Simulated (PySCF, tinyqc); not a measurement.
RHF in the sto-3g basis, for LiH, spin multiplicity 1, step by step (part 1 of 2). The lowest restricted solution is unstable here: a spin-polarised one lies 0.0028 hartree lower (PySCF). Computed by tinyqc, a small Python program that keeps every step (integrals from PySCF). Settings: charge = 0, multiplicity = 1, basis = sto-3g, energy threshold = 1e-10, iteration cap = 54, orthogonalisation = symmetric, start = highest core orbitals, DIIS depth = 0, damping = 0.3, shift = 0.5, method = RHF. Command: `OMP_NUM_THREADS=1 python tinyqc.py 26493 26494 out.jsonl` (the two numbers bound the seeds that draw the settings). One thread of a shared host (Intel(R) Xeon(R) Processor @ 2.60GHz), about 0.07 s of CPU time with the checks. Later iterations appear only in the table of the cycle.

## One-electron integrals

Geometry (angstrom):
```
atom        x        y        z
Li    0.00000  0.00000  0.00000
H     0.00000  0.00000  2.15500
```

Basis sto-3g: exponents (1/bohr^2) and contraction coefficients of normalised primitives:
```
element  l (shell)  exponent  coefficient
Li           s (1)  16.11958      0.15433
Li           s (1)   2.93620      0.53533
Li           s (1)   0.79465      0.44463
Li           s (2)   0.63629     -0.09997
Li           s (2)   0.14786      0.39951
Li           s (2)   0.04809      0.70012
Li           p (3)   0.63629      0.15592
Li           p (3)   0.14786      0.60768
Li           p (3)   0.04809      0.39196
H            s (1)   3.42525      0.15433
H            s (1)   0.62391      0.53533
H            s (1)   0.16886      0.44463
```

Overlap, kinetic and nuclear-attraction integrals over the contracted functions; the nuclear repulsion is the sum of Za Zb / Rab.

nuclear repulsion = 0.7366736 hartree

overlap S, order 1Li 1s, 1Li 2s, 1Li 2px, 1Li 2py, 1Li 2pz, 2H 1s:
$$\begin{pmatrix}
1.00000 & 0.24114 & 0.00000 & 0.00000 & 0.00000 & 0.01931 \\
0.24114 & 1.00000 & 0.00000 & 0.00000 & 0.00000 & 0.26451 \\
0.00000 & 0.00000 & 1.00000 & 0.00000 & 0.00000 & 0.00000 \\
0.00000 & 0.00000 & 0.00000 & 1.00000 & 0.00000 & 0.00000 \\
0.00000 & 0.00000 & 0.00000 & 0.00000 & 1.00000 & 0.38218 \\
0.01931 & 0.26451 & 0.00000 & 0.00000 & 0.38218 & 1.00000
\end{pmatrix}$$

kinetic energy T (hartree), order 1Li 1s, 1Li 2s, 1Li 2px, 1Li 2py, 1Li 2pz, 2H 1s:
$$\begin{pmatrix}
3.57679 & -0.02024 & 0.00000 & 0.00000 & 0.00000 & -0.00743 \\
-0.02024 & 0.10216 & 0.00000 & 0.00000 & 0.00000 & 0.01330 \\
0.00000 & 0.00000 & 0.31968 & 0.00000 & 0.00000 & 0.00000 \\
0.00000 & 0.00000 & 0.00000 & 0.31968 & 0.00000 & 0.00000 \\
0.00000 & 0.00000 & 0.00000 & 0.00000 & 0.31968 & 0.05540 \\
-0.00743 & 0.01330 & 0.00000 & 0.00000 & 0.05540 & 0.76003
\end{pmatrix}$$

nuclear attraction V (hartree), order 1Li 1s, 1Li 2s, 1Li 2px, 1Li 2py, 1Li 2pz, 2H 1s:
$$\begin{pmatrix}
-8.22844 & -1.02356 & 0.00000 & 0.00000 & -0.00888 & -0.07861 \\
-1.02356 & -1.44231 & 0.00000 & 0.00000 & -0.09028 & -0.41906 \\
0.00000 & 0.00000 & -1.40979 & 0.00000 & 0.00000 & 0.00000 \\
0.00000 & 0.00000 & 0.00000 & -1.40979 & 0.00000 & 0.00000 \\
-0.00888 & -0.09028 & 0.00000 & 0.00000 & -1.47848 & -0.61204 \\
-0.07861 & -0.41906 & 0.00000 & 0.00000 & -0.61204 & -1.96317
\end{pmatrix}$$

core Hamiltonian H = T + V (hartree), order 1Li 1s, 1Li 2s, 1Li 2px, 1Li 2py, 1Li 2pz, 2H 1s:
$$\begin{pmatrix}
-4.65165 & -1.04379 & 0.00000 & 0.00000 & -0.00888 & -0.08604 \\
-1.04379 & -1.34015 & 0.00000 & 0.00000 & -0.09028 & -0.40576 \\
0.00000 & 0.00000 & -1.09011 & 0.00000 & 0.00000 & 0.00000 \\
0.00000 & 0.00000 & 0.00000 & -1.09011 & 0.00000 & 0.00000 \\
-0.00888 & -0.09028 & 0.00000 & 0.00000 & -1.15879 & -0.55663 \\
-0.08604 & -0.40576 & 0.00000 & 0.00000 & -0.55663 & -1.20314
\end{pmatrix}$$

## Two-electron integrals

Functions are numbered as in S; the eight-fold symmetry (ij|kl) = (ji|kl) = (kl|ij) leaves the list below.

Two-electron integrals (ij|kl) in chemists' order, unique and non-zero (hartree):
```
(11|11) 1.68040   (21|11) 0.26542   (21|21) 0.04994   (22|11) 0.39773
(22|21) 0.09286   (22|22) 0.29056   (31|31) 0.00898   (32|31) 0.01379
(32|32) 0.06418   (33|11) 0.39664   (33|21) 0.09288   (33|22) 0.29050
(33|33) 0.31295   (41|41) 0.00898   (42|41) 0.01379   (42|42) 0.06418
(43|43) 0.01687   (44|11) 0.39664   (44|21) 0.09288   (44|22) 0.29050
(44|33) 0.27921   (44|44) 0.31295   (51|51) 0.00898   (52|51) 0.01379
(52|52) 0.06418   (53|53) 0.01687   (54|54) 0.01687   (55|11) 0.39664
(55|21) 0.09288   (55|22) 0.29050   (55|33) 0.27921   (55|44) 0.27921
(55|55) 0.31295   (61|11) 0.02021   (61|21) 0.00385   (61|22) 0.00737
(61|33) 0.00728   (61|44) 0.00728   (61|51) 0.00050   (61|52) 0.00098
(61|55) 0.00755   (61|61) 0.00033   (62|11) 0.08072   (62|21) 0.01923
(62|22) 0.06827   (62|33) 0.06430   (62|44) 0.06430   (62|51) 0.00297
(62|52) 0.02152   (62|55) 0.07616   (62|61) 0.00181   (62|62) 0.03182
(63|31) 0.00114   (63|32) 0.00620   (63|53) 0.00288   (63|63) 0.00168
(64|41) 0.00114   (64|42) 0.00620   (64|54) 0.00288   (64|64) 0.00168
(65|11) 0.11061   (65|21) 0.02652   (65|22) 0.09664   (65|33) 0.09000
(65|44) 0.09000   (65|51) 0.00456   (65|52) 0.03323   (65|55) 0.10984
(65|61) 0.00255   (65|62) 0.04828   (65|65) 0.07370   (66|11) 0.24549
(66|21) 0.05916   (66|22) 0.23158   (66|33) 0.21213   (66|44) 0.21213
(66|51) 0.00881   (66|52) 0.08386   (66|55) 0.27035   (66|61) 0.00561
(66|62) 0.14208   (66|65) 0.22137   (66|66) 0.77461
```

## Orthogonalisation

S = U s U^T; symmetric (Loewdin) form X = U s^(-1/2) U^T, so that X^T S X = 1.

eigenvalues of S: [0.51731, 0.80527, 1.00000, 1.00000, 1.18261, 1.49481]

X, order 1Li 1s, 1Li 2s, 1Li 2px, 1Li 2py, 1Li 2pz, 2H 1s:
$$\begin{pmatrix}
1.02344 & -0.12961 & 0.00000 & 0.00000 & -0.00622 & 0.01817 \\
-0.12961 & 1.05601 & 0.00000 & 0.00000 & 0.04662 & -0.15795 \\
0.00000 & 0.00000 & 1.00000 & 0.00000 & 0.00000 & 0.00000 \\
0.00000 & 0.00000 & 0.00000 & 1.00000 & 0.00000 & 0.00000 \\
-0.00622 & 0.04662 & 0.00000 & 0.00000 & 1.06540 & -0.22255 \\
0.01817 & -0.15795 & 0.00000 & 0.00000 & -0.22255 & 1.09735
\end{pmatrix}$$

## Starting guess

The start is the highest orbitals of the core Hamiltonian (a deliberately bad start); D = 2 C_occ C_occ^T.

D at the start, order 1Li 1s, 1Li 2s, 1Li 2px, 1Li 2py, 1Li 2pz, 2H 1s:
$$\begin{pmatrix}
0.07741 & -0.37262 & 0.00000 & 0.00000 & 0.06901 & 0.22603 \\
-0.37262 & 1.80071 & 0.00000 & 0.00000 & -0.21750 & -1.18929 \\
0.00000 & 0.00000 & 0.00000 & 0.00000 & 0.00000 & 0.00000 \\
0.00000 & 0.00000 & 0.00000 & 0.00000 & 0.00000 & 0.00000 \\
0.06901 & -0.21750 & 0.00000 & 0.00000 & 1.91377 & -1.43422 \\
0.22603 & -1.18929 & 0.00000 & 0.00000 & -1.43422 & 2.10451
\end{pmatrix}$$

## Iteration 1: building the Fock matrix

J_ij = sum D_kl (ij|kl), K_ij = sum D_kl (ik|jl); F = H + J - 0.5 K; E = tr D H + tr D J / 2 - 0.25 tr D K + E_nn.

Coulomb J (hartree), order 1Li 1s, 1Li 2s, 1Li 2px, 1Li 2py, 1Li 2pz, 2H 1s:
$$\begin{pmatrix}
1.42402 & 0.33273 & 0.00000 & 0.00000 & -0.00611 & 0.02641 \\
0.33273 & 1.09183 & 0.00000 & 0.00000 & 0.00441 & 0.33730 \\
0.00000 & 0.00000 & 1.05756 & 0.00000 & 0.00000 & 0.00000 \\
0.00000 & 0.00000 & 0.00000 & 1.05756 & 0.00000 & 0.00000 \\
-0.00611 & 0.00441 & 0.00000 & 0.00000 & 1.15964 & 0.49999 \\
0.02641 & 0.33730 & 0.00000 & 0.00000 & 0.49999 & 1.53379
\end{pmatrix}$$

exchange K (hartree), order 1Li 1s, 1Li 2s, 1Li 2px, 1Li 2py, 1Li 2pz, 2H 1s:
$$\begin{pmatrix}
0.03864 & 0.03296 & 0.00000 & 0.00000 & -0.01481 & -0.00677 \\
0.03296 & 0.43226 & 0.00000 & 0.00000 & -0.25893 & -0.03687 \\
0.00000 & 0.00000 & 0.11933 & 0.00000 & 0.00000 & 0.00000 \\
0.00000 & 0.00000 & 0.00000 & 0.11933 & 0.00000 & 0.00000 \\
-0.01481 & -0.25893 & 0.00000 & 0.00000 & 0.46795 & 0.04241 \\
-0.00677 & -0.03687 & 0.00000 & 0.00000 & 0.04241 & 0.83613
\end{pmatrix}$$

Fock matrix F (hartree), order 1Li 1s, 1Li 2s, 1Li 2px, 1Li 2py, 1Li 2pz, 2H 1s:
$$\begin{pmatrix}
-3.24695 & -0.72754 & 0.00000 & 0.00000 & -0.00758 & -0.05624 \\
-0.72754 & -0.46445 & 0.00000 & 0.00000 & 0.04359 & -0.05003 \\
0.00000 & 0.00000 & -0.09222 & 0.00000 & 0.00000 & 0.00000 \\
0.00000 & 0.00000 & 0.00000 & -0.09222 & 0.00000 & 0.00000 \\
-0.00758 & 0.04359 & 0.00000 & 0.00000 & -0.23313 & -0.07785 \\
-0.05624 & -0.05003 & 0.00000 & 0.00000 & -0.07785 & -0.08741
\end{pmatrix}$$

total energy of this density = -1.7947704 hartree

This density is the starting one.

## Iteration 1: diagonalisation and new density

A level shift of 0.5 hartree raises the virtual space: F + shift (S - S D(s) S), with D(s) the density of one spin (D/2). Diagonalise F' = X^T F X, C = X C', fill 2 alpha and 2 beta electrons from the bottom; D = 2 C_occ C_occ^T; the new density keeps 0.3 of the old one (damping). Each column has its largest component positive (the first on a tie).

F' = X^T F X (hartree):
$$\begin{pmatrix}
-2.72069 & -0.26401 & 0.00000 & 0.00000 & -0.02919 & -0.02117 \\
-0.26401 & -0.20370 & 0.00000 & 0.00000 & 0.19490 & 0.17538 \\
0.00000 & 0.00000 & 0.40778 & 0.00000 & 0.00000 & 0.00000 \\
0.00000 & 0.00000 & 0.00000 & 0.40778 & 0.00000 & 0.00000 \\
-0.02919 & 0.19490 & 0.00000 & 0.00000 & -0.07246 & 0.14680 \\
-0.02117 & 0.17538 & 0.00000 & 0.00000 & 0.14680 & 0.12686
\end{pmatrix}$$

orbital energies (hartree): MO1 -2.74811, MO2 -0.33539, MO3 -0.11702, MO4 0.33054, MO5 0.40778, MO6 0.40778

coefficients C, order 1Li 1s, 1Li 2s, 1Li 2px, 1Li 2py, 1Li 2pz, 2H 1s:
$$\begin{pmatrix}
1.00466 & -0.19161 & 0.09520 & -0.09737 & 0.00000 & 0.00000 \\
-0.02025 & 0.87991 & -0.48631 & 0.38463 & 0.00000 & 0.00000 \\
0.00000 & 0.00000 & 0.00000 & 0.00000 & 0.03332 & 0.99944 \\
0.00000 & 0.00000 & 0.00000 & 0.00000 & 0.99944 & -0.03332 \\
0.00194 & -0.50351 & -0.88857 & 0.37912 & 0.00000 & 0.00000 \\
0.00205 & -0.17141 & 0.91886 & 0.63662 & 0.00000 & 0.00000
\end{pmatrix}$$

D after iteration 1, order 1Li 1s, 1Li 2s, 1Li 2px, 1Li 2py, 1Li 2pz, 2H 1s:
$$\begin{pmatrix}
1.48769 & -0.37630 & 0.00000 & 0.00000 & 0.15850 & 0.11667 \\
-0.37630 & 1.62473 & 0.00000 & 0.00000 & -0.68557 & -0.56800 \\
0.00000 & 0.00000 & 0.00000 & 0.00000 & 0.00000 & 0.00000 \\
0.00000 & 0.00000 & 0.00000 & 0.00000 & 0.00000 & 0.00000 \\
0.15850 & -0.68557 & 0.00000 & 0.00000 & 0.92907 & -0.30943 \\
0.11667 & -0.56800 & 0.00000 & 0.00000 & -0.30943 & 0.67249
\end{pmatrix}$$

Within a degenerate level the vectors are fixed only up to a rotation; this is one choice.

## Iteration 2: building the Fock matrix

As before.

Coulomb J (hartree), order 1Li 1s, 1Li 2s, 1Li 2px, 1Li 2py, 1Li 2pz, 2H 1s:
$$\begin{pmatrix}
3.32450 & 0.59687 & 0.00000 & 0.00000 & -0.01620 & 0.04519 \\
0.59687 & 1.28387 & 0.00000 & 0.00000 & -0.07202 & 0.28867 \\
0.00000 & 0.00000 & 1.26717 & 0.00000 & 0.00000 & 0.00000 \\
0.00000 & 0.00000 & 0.00000 & 1.26717 & 0.00000 & 0.00000 \\
-0.01620 & -0.07202 & 0.00000 & 0.00000 & 1.31198 & 0.40855 \\
0.04519 & 0.28867 & 0.00000 & 0.00000 & 0.40855 & 1.05973
\end{pmatrix}$$

exchange K (hartree), order 1Li 1s, 1Li 2s, 1Li 2px, 1Li 2py, 1Li 2pz, 2H 1s:
$$\begin{pmatrix}
2.38989 & 0.38484 & 0.00000 & 0.00000 & -0.01353 & 0.02542 \\
0.38484 & 0.47114 & 0.00000 & 0.00000 & -0.29131 & -0.02698 \\
0.00000 & 0.00000 & 0.11551 & 0.00000 & 0.00000 & 0.00000 \\
0.00000 & 0.00000 & 0.00000 & 0.11551 & 0.00000 & 0.00000 \\
-0.01353 & -0.29131 & 0.00000 & 0.00000 & 0.34291 & 0.03187 \\
0.02542 & -0.02698 & 0.00000 & 0.00000 & 0.03187 & 0.27774
\end{pmatrix}$$

Fock matrix F (hartree), order 1Li 1s, 1Li 2s, 1Li 2px, 1Li 2py, 1Li 2pz, 2H 1s:
$$\begin{pmatrix}
-2.52210 & -0.63935 & 0.00000 & 0.00000 & -0.01832 & -0.05356 \\
-0.63935 & -0.29185 & 0.00000 & 0.00000 & -0.01665 & -0.10360 \\
0.00000 & 0.00000 & 0.11930 & 0.00000 & 0.00000 & 0.00000 \\
0.00000 & 0.00000 & 0.00000 & 0.11930 & 0.00000 & 0.00000 \\
-0.01832 & -0.01665 & 0.00000 & 0.00000 & -0.01827 & -0.16402 \\
-0.05356 & -0.10360 & 0.00000 & 0.00000 & -0.16402 & -0.28227
\end{pmatrix}$$

total energy of this density = -5.7731109 hartree

This density is a damped mixture and is not idempotent.

## Iteration 2: diagonalisation and new density

As before.

F' = X^T F X (hartree):
$$\begin{pmatrix}
-2.32804 & -0.32432 & 0.00000 & 0.00000 & -0.04519 & -0.00285 \\
-0.32432 & -0.01276 & 0.00000 & 0.00000 & 0.21851 & 0.04587 \\
0.00000 & 0.00000 & 0.61930 & 0.00000 & 0.00000 & 0.00000 \\
0.00000 & 0.00000 & 0.00000 & 0.61930 & 0.00000 & 0.00000 \\
-0.04519 & 0.21851 & 0.00000 & 0.00000 & 0.33787 & -0.10632 \\
-0.00285 & 0.04587 & 0.00000 & 0.00000 & -0.10632 & 0.16897
\end{pmatrix}$$

orbital energies (hartree): MO1 -2.37270, MO2 -0.11484, MO3 0.18025, MO4 0.47333, MO5 0.61930, MO6 0.61930

coefficients C, order 1Li 1s, 1Li 2s, 1Li 2px, 1Li 2py, 1Li 2pz, 2H 1s:
$$\begin{pmatrix}
0.99632 & -0.22002 & -0.08708 & -0.12627 & 0.00000 & 0.00000 \\
0.01528 & 0.90120 & 0.27201 & 0.52221 & 0.00000 & 0.00000 \\
0.00000 & 0.00000 & 0.00000 & 0.00000 & 0.11870 & 0.99293 \\
0.00000 & 0.00000 & 0.00000 & 0.00000 & 0.99293 & -0.11870 \\
0.00631 & -0.40040 & -0.11127 & 1.00701 & 0.00000 & 0.00000 \\
-0.00587 & -0.36625 & 0.93050 & -0.52817 & 0.00000 & 0.00000
\end{pmatrix}$$

D after iteration 2, order 1Li 1s, 1Li 2s, 1Li 2px, 1Li 2py, 1Li 2pz, 2H 1s:
$$\begin{pmatrix}
1.90379 & -0.36917 & 0.00000 & 0.00000 & 0.17968 & 0.13963 \\
-0.36917 & 1.62477 & 0.00000 & 0.00000 & -0.71071 & -0.63262 \\
0.00000 & 0.00000 & 0.00000 & 0.00000 & 0.00000 & 0.00000 \\
0.00000 & 0.00000 & 0.00000 & 0.00000 & 0.00000 & 0.00000 \\
0.17968 & -0.71071 & 0.00000 & 0.00000 & 0.50323 & 0.11243 \\
0.13963 & -0.63262 & 0.00000 & 0.00000 & 0.11243 & 0.38959
\end{pmatrix}$$

Within a degenerate level the vectors are fixed only up to a rotation; this is one choice.

## Iteration 3: building the Fock matrix

As before.

Coulomb J (hartree), order 1Li 1s, 1Li 2s, 1Li 2px, 1Li 2py, 1Li 2pz, 2H 1s:
$$\begin{pmatrix}
3.87299 & 0.67180 & 0.00000 & 0.00000 & -0.01553 & 0.05075 \\
0.67180 & 1.33454 & 0.00000 & 0.00000 & -0.07308 & 0.28566 \\
0.00000 & 0.00000 & 1.32260 & 0.00000 & 0.00000 & 0.00000 \\
0.00000 & 0.00000 & 0.00000 & 1.32260 & 0.00000 & 0.00000 \\
-0.01553 & -0.07308 & 0.00000 & 0.00000 & 1.35179 & 0.40014 \\
0.05075 & 0.28566 & 0.00000 & 0.00000 & 0.40014 & 0.99330
\end{pmatrix}$$

exchange K (hartree), order 1Li 1s, 1Li 2s, 1Li 2px, 1Li 2py, 1Li 2pz, 2H 1s:
$$\begin{pmatrix}
3.08983 & 0.49398 & 0.00000 & 0.00000 & -0.00246 & 0.03902 \\
0.49398 & 0.46714 & 0.00000 & 0.00000 & -0.27244 & -0.04179 \\
0.00000 & 0.00000 & 0.11347 & 0.00000 & 0.00000 & 0.00000 \\
0.00000 & 0.00000 & 0.00000 & 0.11347 & 0.00000 & 0.00000 \\
-0.00246 & -0.27244 & 0.00000 & 0.00000 & 0.28132 & 0.05708 \\
0.03902 & -0.04179 & 0.00000 & 0.00000 & 0.05708 & 0.19373
\end{pmatrix}$$

Fock matrix F (hartree), order 1Li 1s, 1Li 2s, 1Li 2px, 1Li 2py, 1Li 2pz, 2H 1s:
$$\begin{pmatrix}
-2.32358 & -0.61899 & 0.00000 & 0.00000 & -0.02318 & -0.05480 \\
-0.61899 & -0.23918 & 0.00000 & 0.00000 & -0.02715 & -0.09920 \\
0.00000 & 0.00000 & 0.17575 & 0.00000 & 0.00000 & 0.00000 \\
0.00000 & 0.00000 & 0.00000 & 0.17575 & 0.00000 & 0.00000 \\
-0.02318 & -0.02715 & 0.00000 & 0.00000 & 0.05234 & -0.18503 \\
-0.05480 & -0.09920 & 0.00000 & 0.00000 & -0.18503 & -0.30670
\end{pmatrix}$$

total energy of this density = -6.8506014 hartree

This density is a damped mixture and is not idempotent.

## Iteration 3: diagonalisation and new density

As before.

F' = X^T F X (hartree):
$$\begin{pmatrix}
-2.22758 & -0.35001 & 0.00000 & 0.00000 & -0.05526 & -0.00768 \\
-0.35001 & 0.04484 & 0.00000 & 0.00000 & 0.21013 & 0.07063 \\
0.00000 & 0.00000 & 0.67575 & 0.00000 & 0.00000 & 0.00000 \\
0.00000 & 0.00000 & 0.00000 & 0.67575 & 0.00000 & 0.00000 \\
-0.05526 & 0.21013 & 0.00000 & 0.00000 & 0.48990 & -0.21028 \\
-0.00768 & 0.07063 & 0.00000 & 0.00000 & -0.21028 & 0.18740
\end{pmatrix}$$

orbital energies (hartree): MO1 -2.28047, MO2 -0.09190, MO3 0.21846, MO4 0.64846, MO5 0.67575, MO6 0.67575

coefficients C, order 1Li 1s, 1Li 2s, 1Li 2px, 1Li 2py, 1Li 2pz, 2H 1s:
$$\begin{pmatrix}
0.99285 & -0.20387 & -0.16282 & -0.10371 & 0.00000 & 0.00000 \\
0.02869 & 0.82513 & 0.55075 & 0.41725 & 0.00000 & 0.00000 \\
0.00000 & 0.00000 & 0.00000 & 0.00000 & 0.49560 & 0.86855 \\
0.00000 & 0.00000 & 0.00000 & 0.00000 & 0.86855 & -0.49560 \\
0.00986 & -0.33543 & -0.03780 & 1.03575 & 0.00000 & 0.00000 \\
-0.00779 & -0.58974 & 0.72537 & -0.63637 & 0.00000 & 0.00000
\end{pmatrix}$$

D after iteration 3, order 1Li 1s, 1Li 2s, 1Li 2px, 1Li 2py, 1Li 2pz, 2H 1s:
$$\begin{pmatrix}
2.00939 & -0.30639 & 0.00000 & 0.00000 & 0.16335 & 0.19938 \\
-0.30639 & 1.44176 & 0.00000 & 0.00000 & -0.60030 & -0.87136 \\
0.00000 & 0.00000 & 0.00000 & 0.00000 & 0.00000 & 0.00000 \\
0.00000 & 0.00000 & 0.00000 & 0.00000 & 0.00000 & 0.00000 \\
0.16335 & -0.60030 & 0.00000 & 0.00000 & 0.30862 & 0.31056 \\
0.19938 & -0.87136 & 0.00000 & 0.00000 & 0.31056 & 0.60387
\end{pmatrix}$$

Within a degenerate level the vectors are fixed only up to a rotation; this is one choice.

## Iteration 4: building the Fock matrix

As before.

Coulomb J (hartree), order 1Li 1s, 1Li 2s, 1Li 2px, 1Li 2py, 1Li 2pz, 2H 1s:
$$\begin{pmatrix}
3.99409 & 0.68549 & 0.00000 & 0.00000 & -0.01044 & 0.05214 \\
0.68549 & 1.33469 & 0.00000 & 0.00000 & -0.03838 & 0.30854 \\
0.00000 & 0.00000 & 1.31994 & 0.00000 & 0.00000 & 0.00000 \\
0.00000 & 0.00000 & 0.00000 & 1.31994 & 0.00000 & 0.00000 \\
-0.01044 & -0.03838 & 0.00000 & 0.00000 & 1.35727 & 0.43717 \\
0.05214 & 0.30854 & 0.00000 & 0.00000 & 0.43717 & 1.13643
\end{pmatrix}$$

exchange K (hartree), order 1Li 1s, 1Li 2s, 1Li 2px, 1Li 2py, 1Li 2pz, 2H 1s:
$$\begin{pmatrix}
3.29057 & 0.53031 & 0.00000 & 0.00000 & 0.00572 & 0.04708 \\
0.53031 & 0.40345 & 0.00000 & 0.00000 & -0.22944 & -0.04869 \\
0.00000 & 0.00000 & 0.09979 & 0.00000 & 0.00000 & 0.00000 \\
0.00000 & 0.00000 & 0.00000 & 0.09979 & 0.00000 & 0.00000 \\
0.00572 & -0.22944 & 0.00000 & 0.00000 & 0.25535 & 0.12868 \\
0.04708 & -0.04869 & 0.00000 & 0.00000 & 0.12868 & 0.37094
\end{pmatrix}$$

Fock matrix F (hartree), order 1Li 1s, 1Li 2s, 1Li 2px, 1Li 2py, 1Li 2pz, 2H 1s:
$$\begin{pmatrix}
-2.30285 & -0.62346 & 0.00000 & 0.00000 & -0.02217 & -0.05744 \\
-0.62346 & -0.20719 & 0.00000 & 0.00000 & -0.01394 & -0.07287 \\
0.00000 & 0.00000 & 0.17993 & 0.00000 & 0.00000 & 0.00000 \\
0.00000 & 0.00000 & 0.00000 & 0.17993 & 0.00000 & 0.00000 \\
-0.02217 & -0.01394 & 0.00000 & 0.00000 & 0.07080 & -0.18380 \\
-0.05744 & -0.07287 & 0.00000 & 0.00000 & -0.18380 & -0.25218
\end{pmatrix}$$

total energy of this density = -7.2463962 hartree

This density is a damped mixture and is not idempotent.

## Iteration 4: diagonalisation and new density

As before.

F' = X^T F X (hartree):
$$\begin{pmatrix}
-2.23347 & -0.37511 & 0.00000 & 0.00000 & -0.05622 & -0.02013 \\
-0.37511 & 0.13139 & 0.00000 & 0.00000 & 0.19844 & 0.13297 \\
0.00000 & 0.00000 & 0.67993 & 0.00000 & 0.00000 & 0.00000 \\
0.00000 & 0.00000 & 0.00000 & 0.67993 & 0.00000 & 0.00000 \\
-0.05622 & 0.19844 & 0.00000 & 0.00000 & 0.53979 & -0.27959 \\
-0.02013 & 0.13297 & 0.00000 & 0.00000 & -0.27959 & 0.19351
\end{pmatrix}$$

orbital energies (hartree): MO1 -2.29177, MO2 -0.12166, MO3 0.32133, MO4 0.67993, MO5 0.67993, MO6 0.72333

coefficients C, order 1Li 1s, 1Li 2s, 1Li 2px, 1Li 2py, 1Li 2pz, 2H 1s:
$$\begin{pmatrix}
0.99170 & 0.17197 & -0.20949 & 0.00000 & 0.00000 & -0.08750 \\
0.03291 & -0.71077 & 0.72518 & 0.00000 & 0.00000 & 0.35626 \\
0.00000 & 0.00000 & 0.00000 & -0.38839 & 0.92149 & 0.00000 \\
0.00000 & 0.00000 & 0.00000 & 0.92149 & 0.38839 & 0.00000 \\
0.01039 & 0.31737 & -0.01534 & 0.00000 & 0.00000 & 1.04199 \\
-0.00713 & 0.71720 & 0.55045 & 0.00000 & 0.00000 & -0.67938
\end{pmatrix}$$

D after iteration 4, order 1Li 1s, 1Li 2s, 1Li 2px, 1Li 2py, 1Li 2pz, 2H 1s:
$$\begin{pmatrix}
2.02108 & -0.21735 & 0.00000 & 0.00000 & 0.13984 & 0.22258 \\
-0.21735 & 1.14133 & 0.00000 & 0.00000 & -0.49542 & -0.97541 \\
0.00000 & 0.00000 & 0.00000 & 0.00000 & 0.00000 & 0.00000 \\
0.00000 & 0.00000 & 0.00000 & 0.00000 & 0.00000 & 0.00000 \\
0.13984 & -0.49542 & 0.00000 & 0.00000 & 0.23375 & 0.41173 \\
0.22258 & -0.97541 & 0.00000 & 0.00000 & 0.41173 & 0.90136
\end{pmatrix}$$

Within a degenerate level the vectors are fixed only up to a rotation; this is one choice.
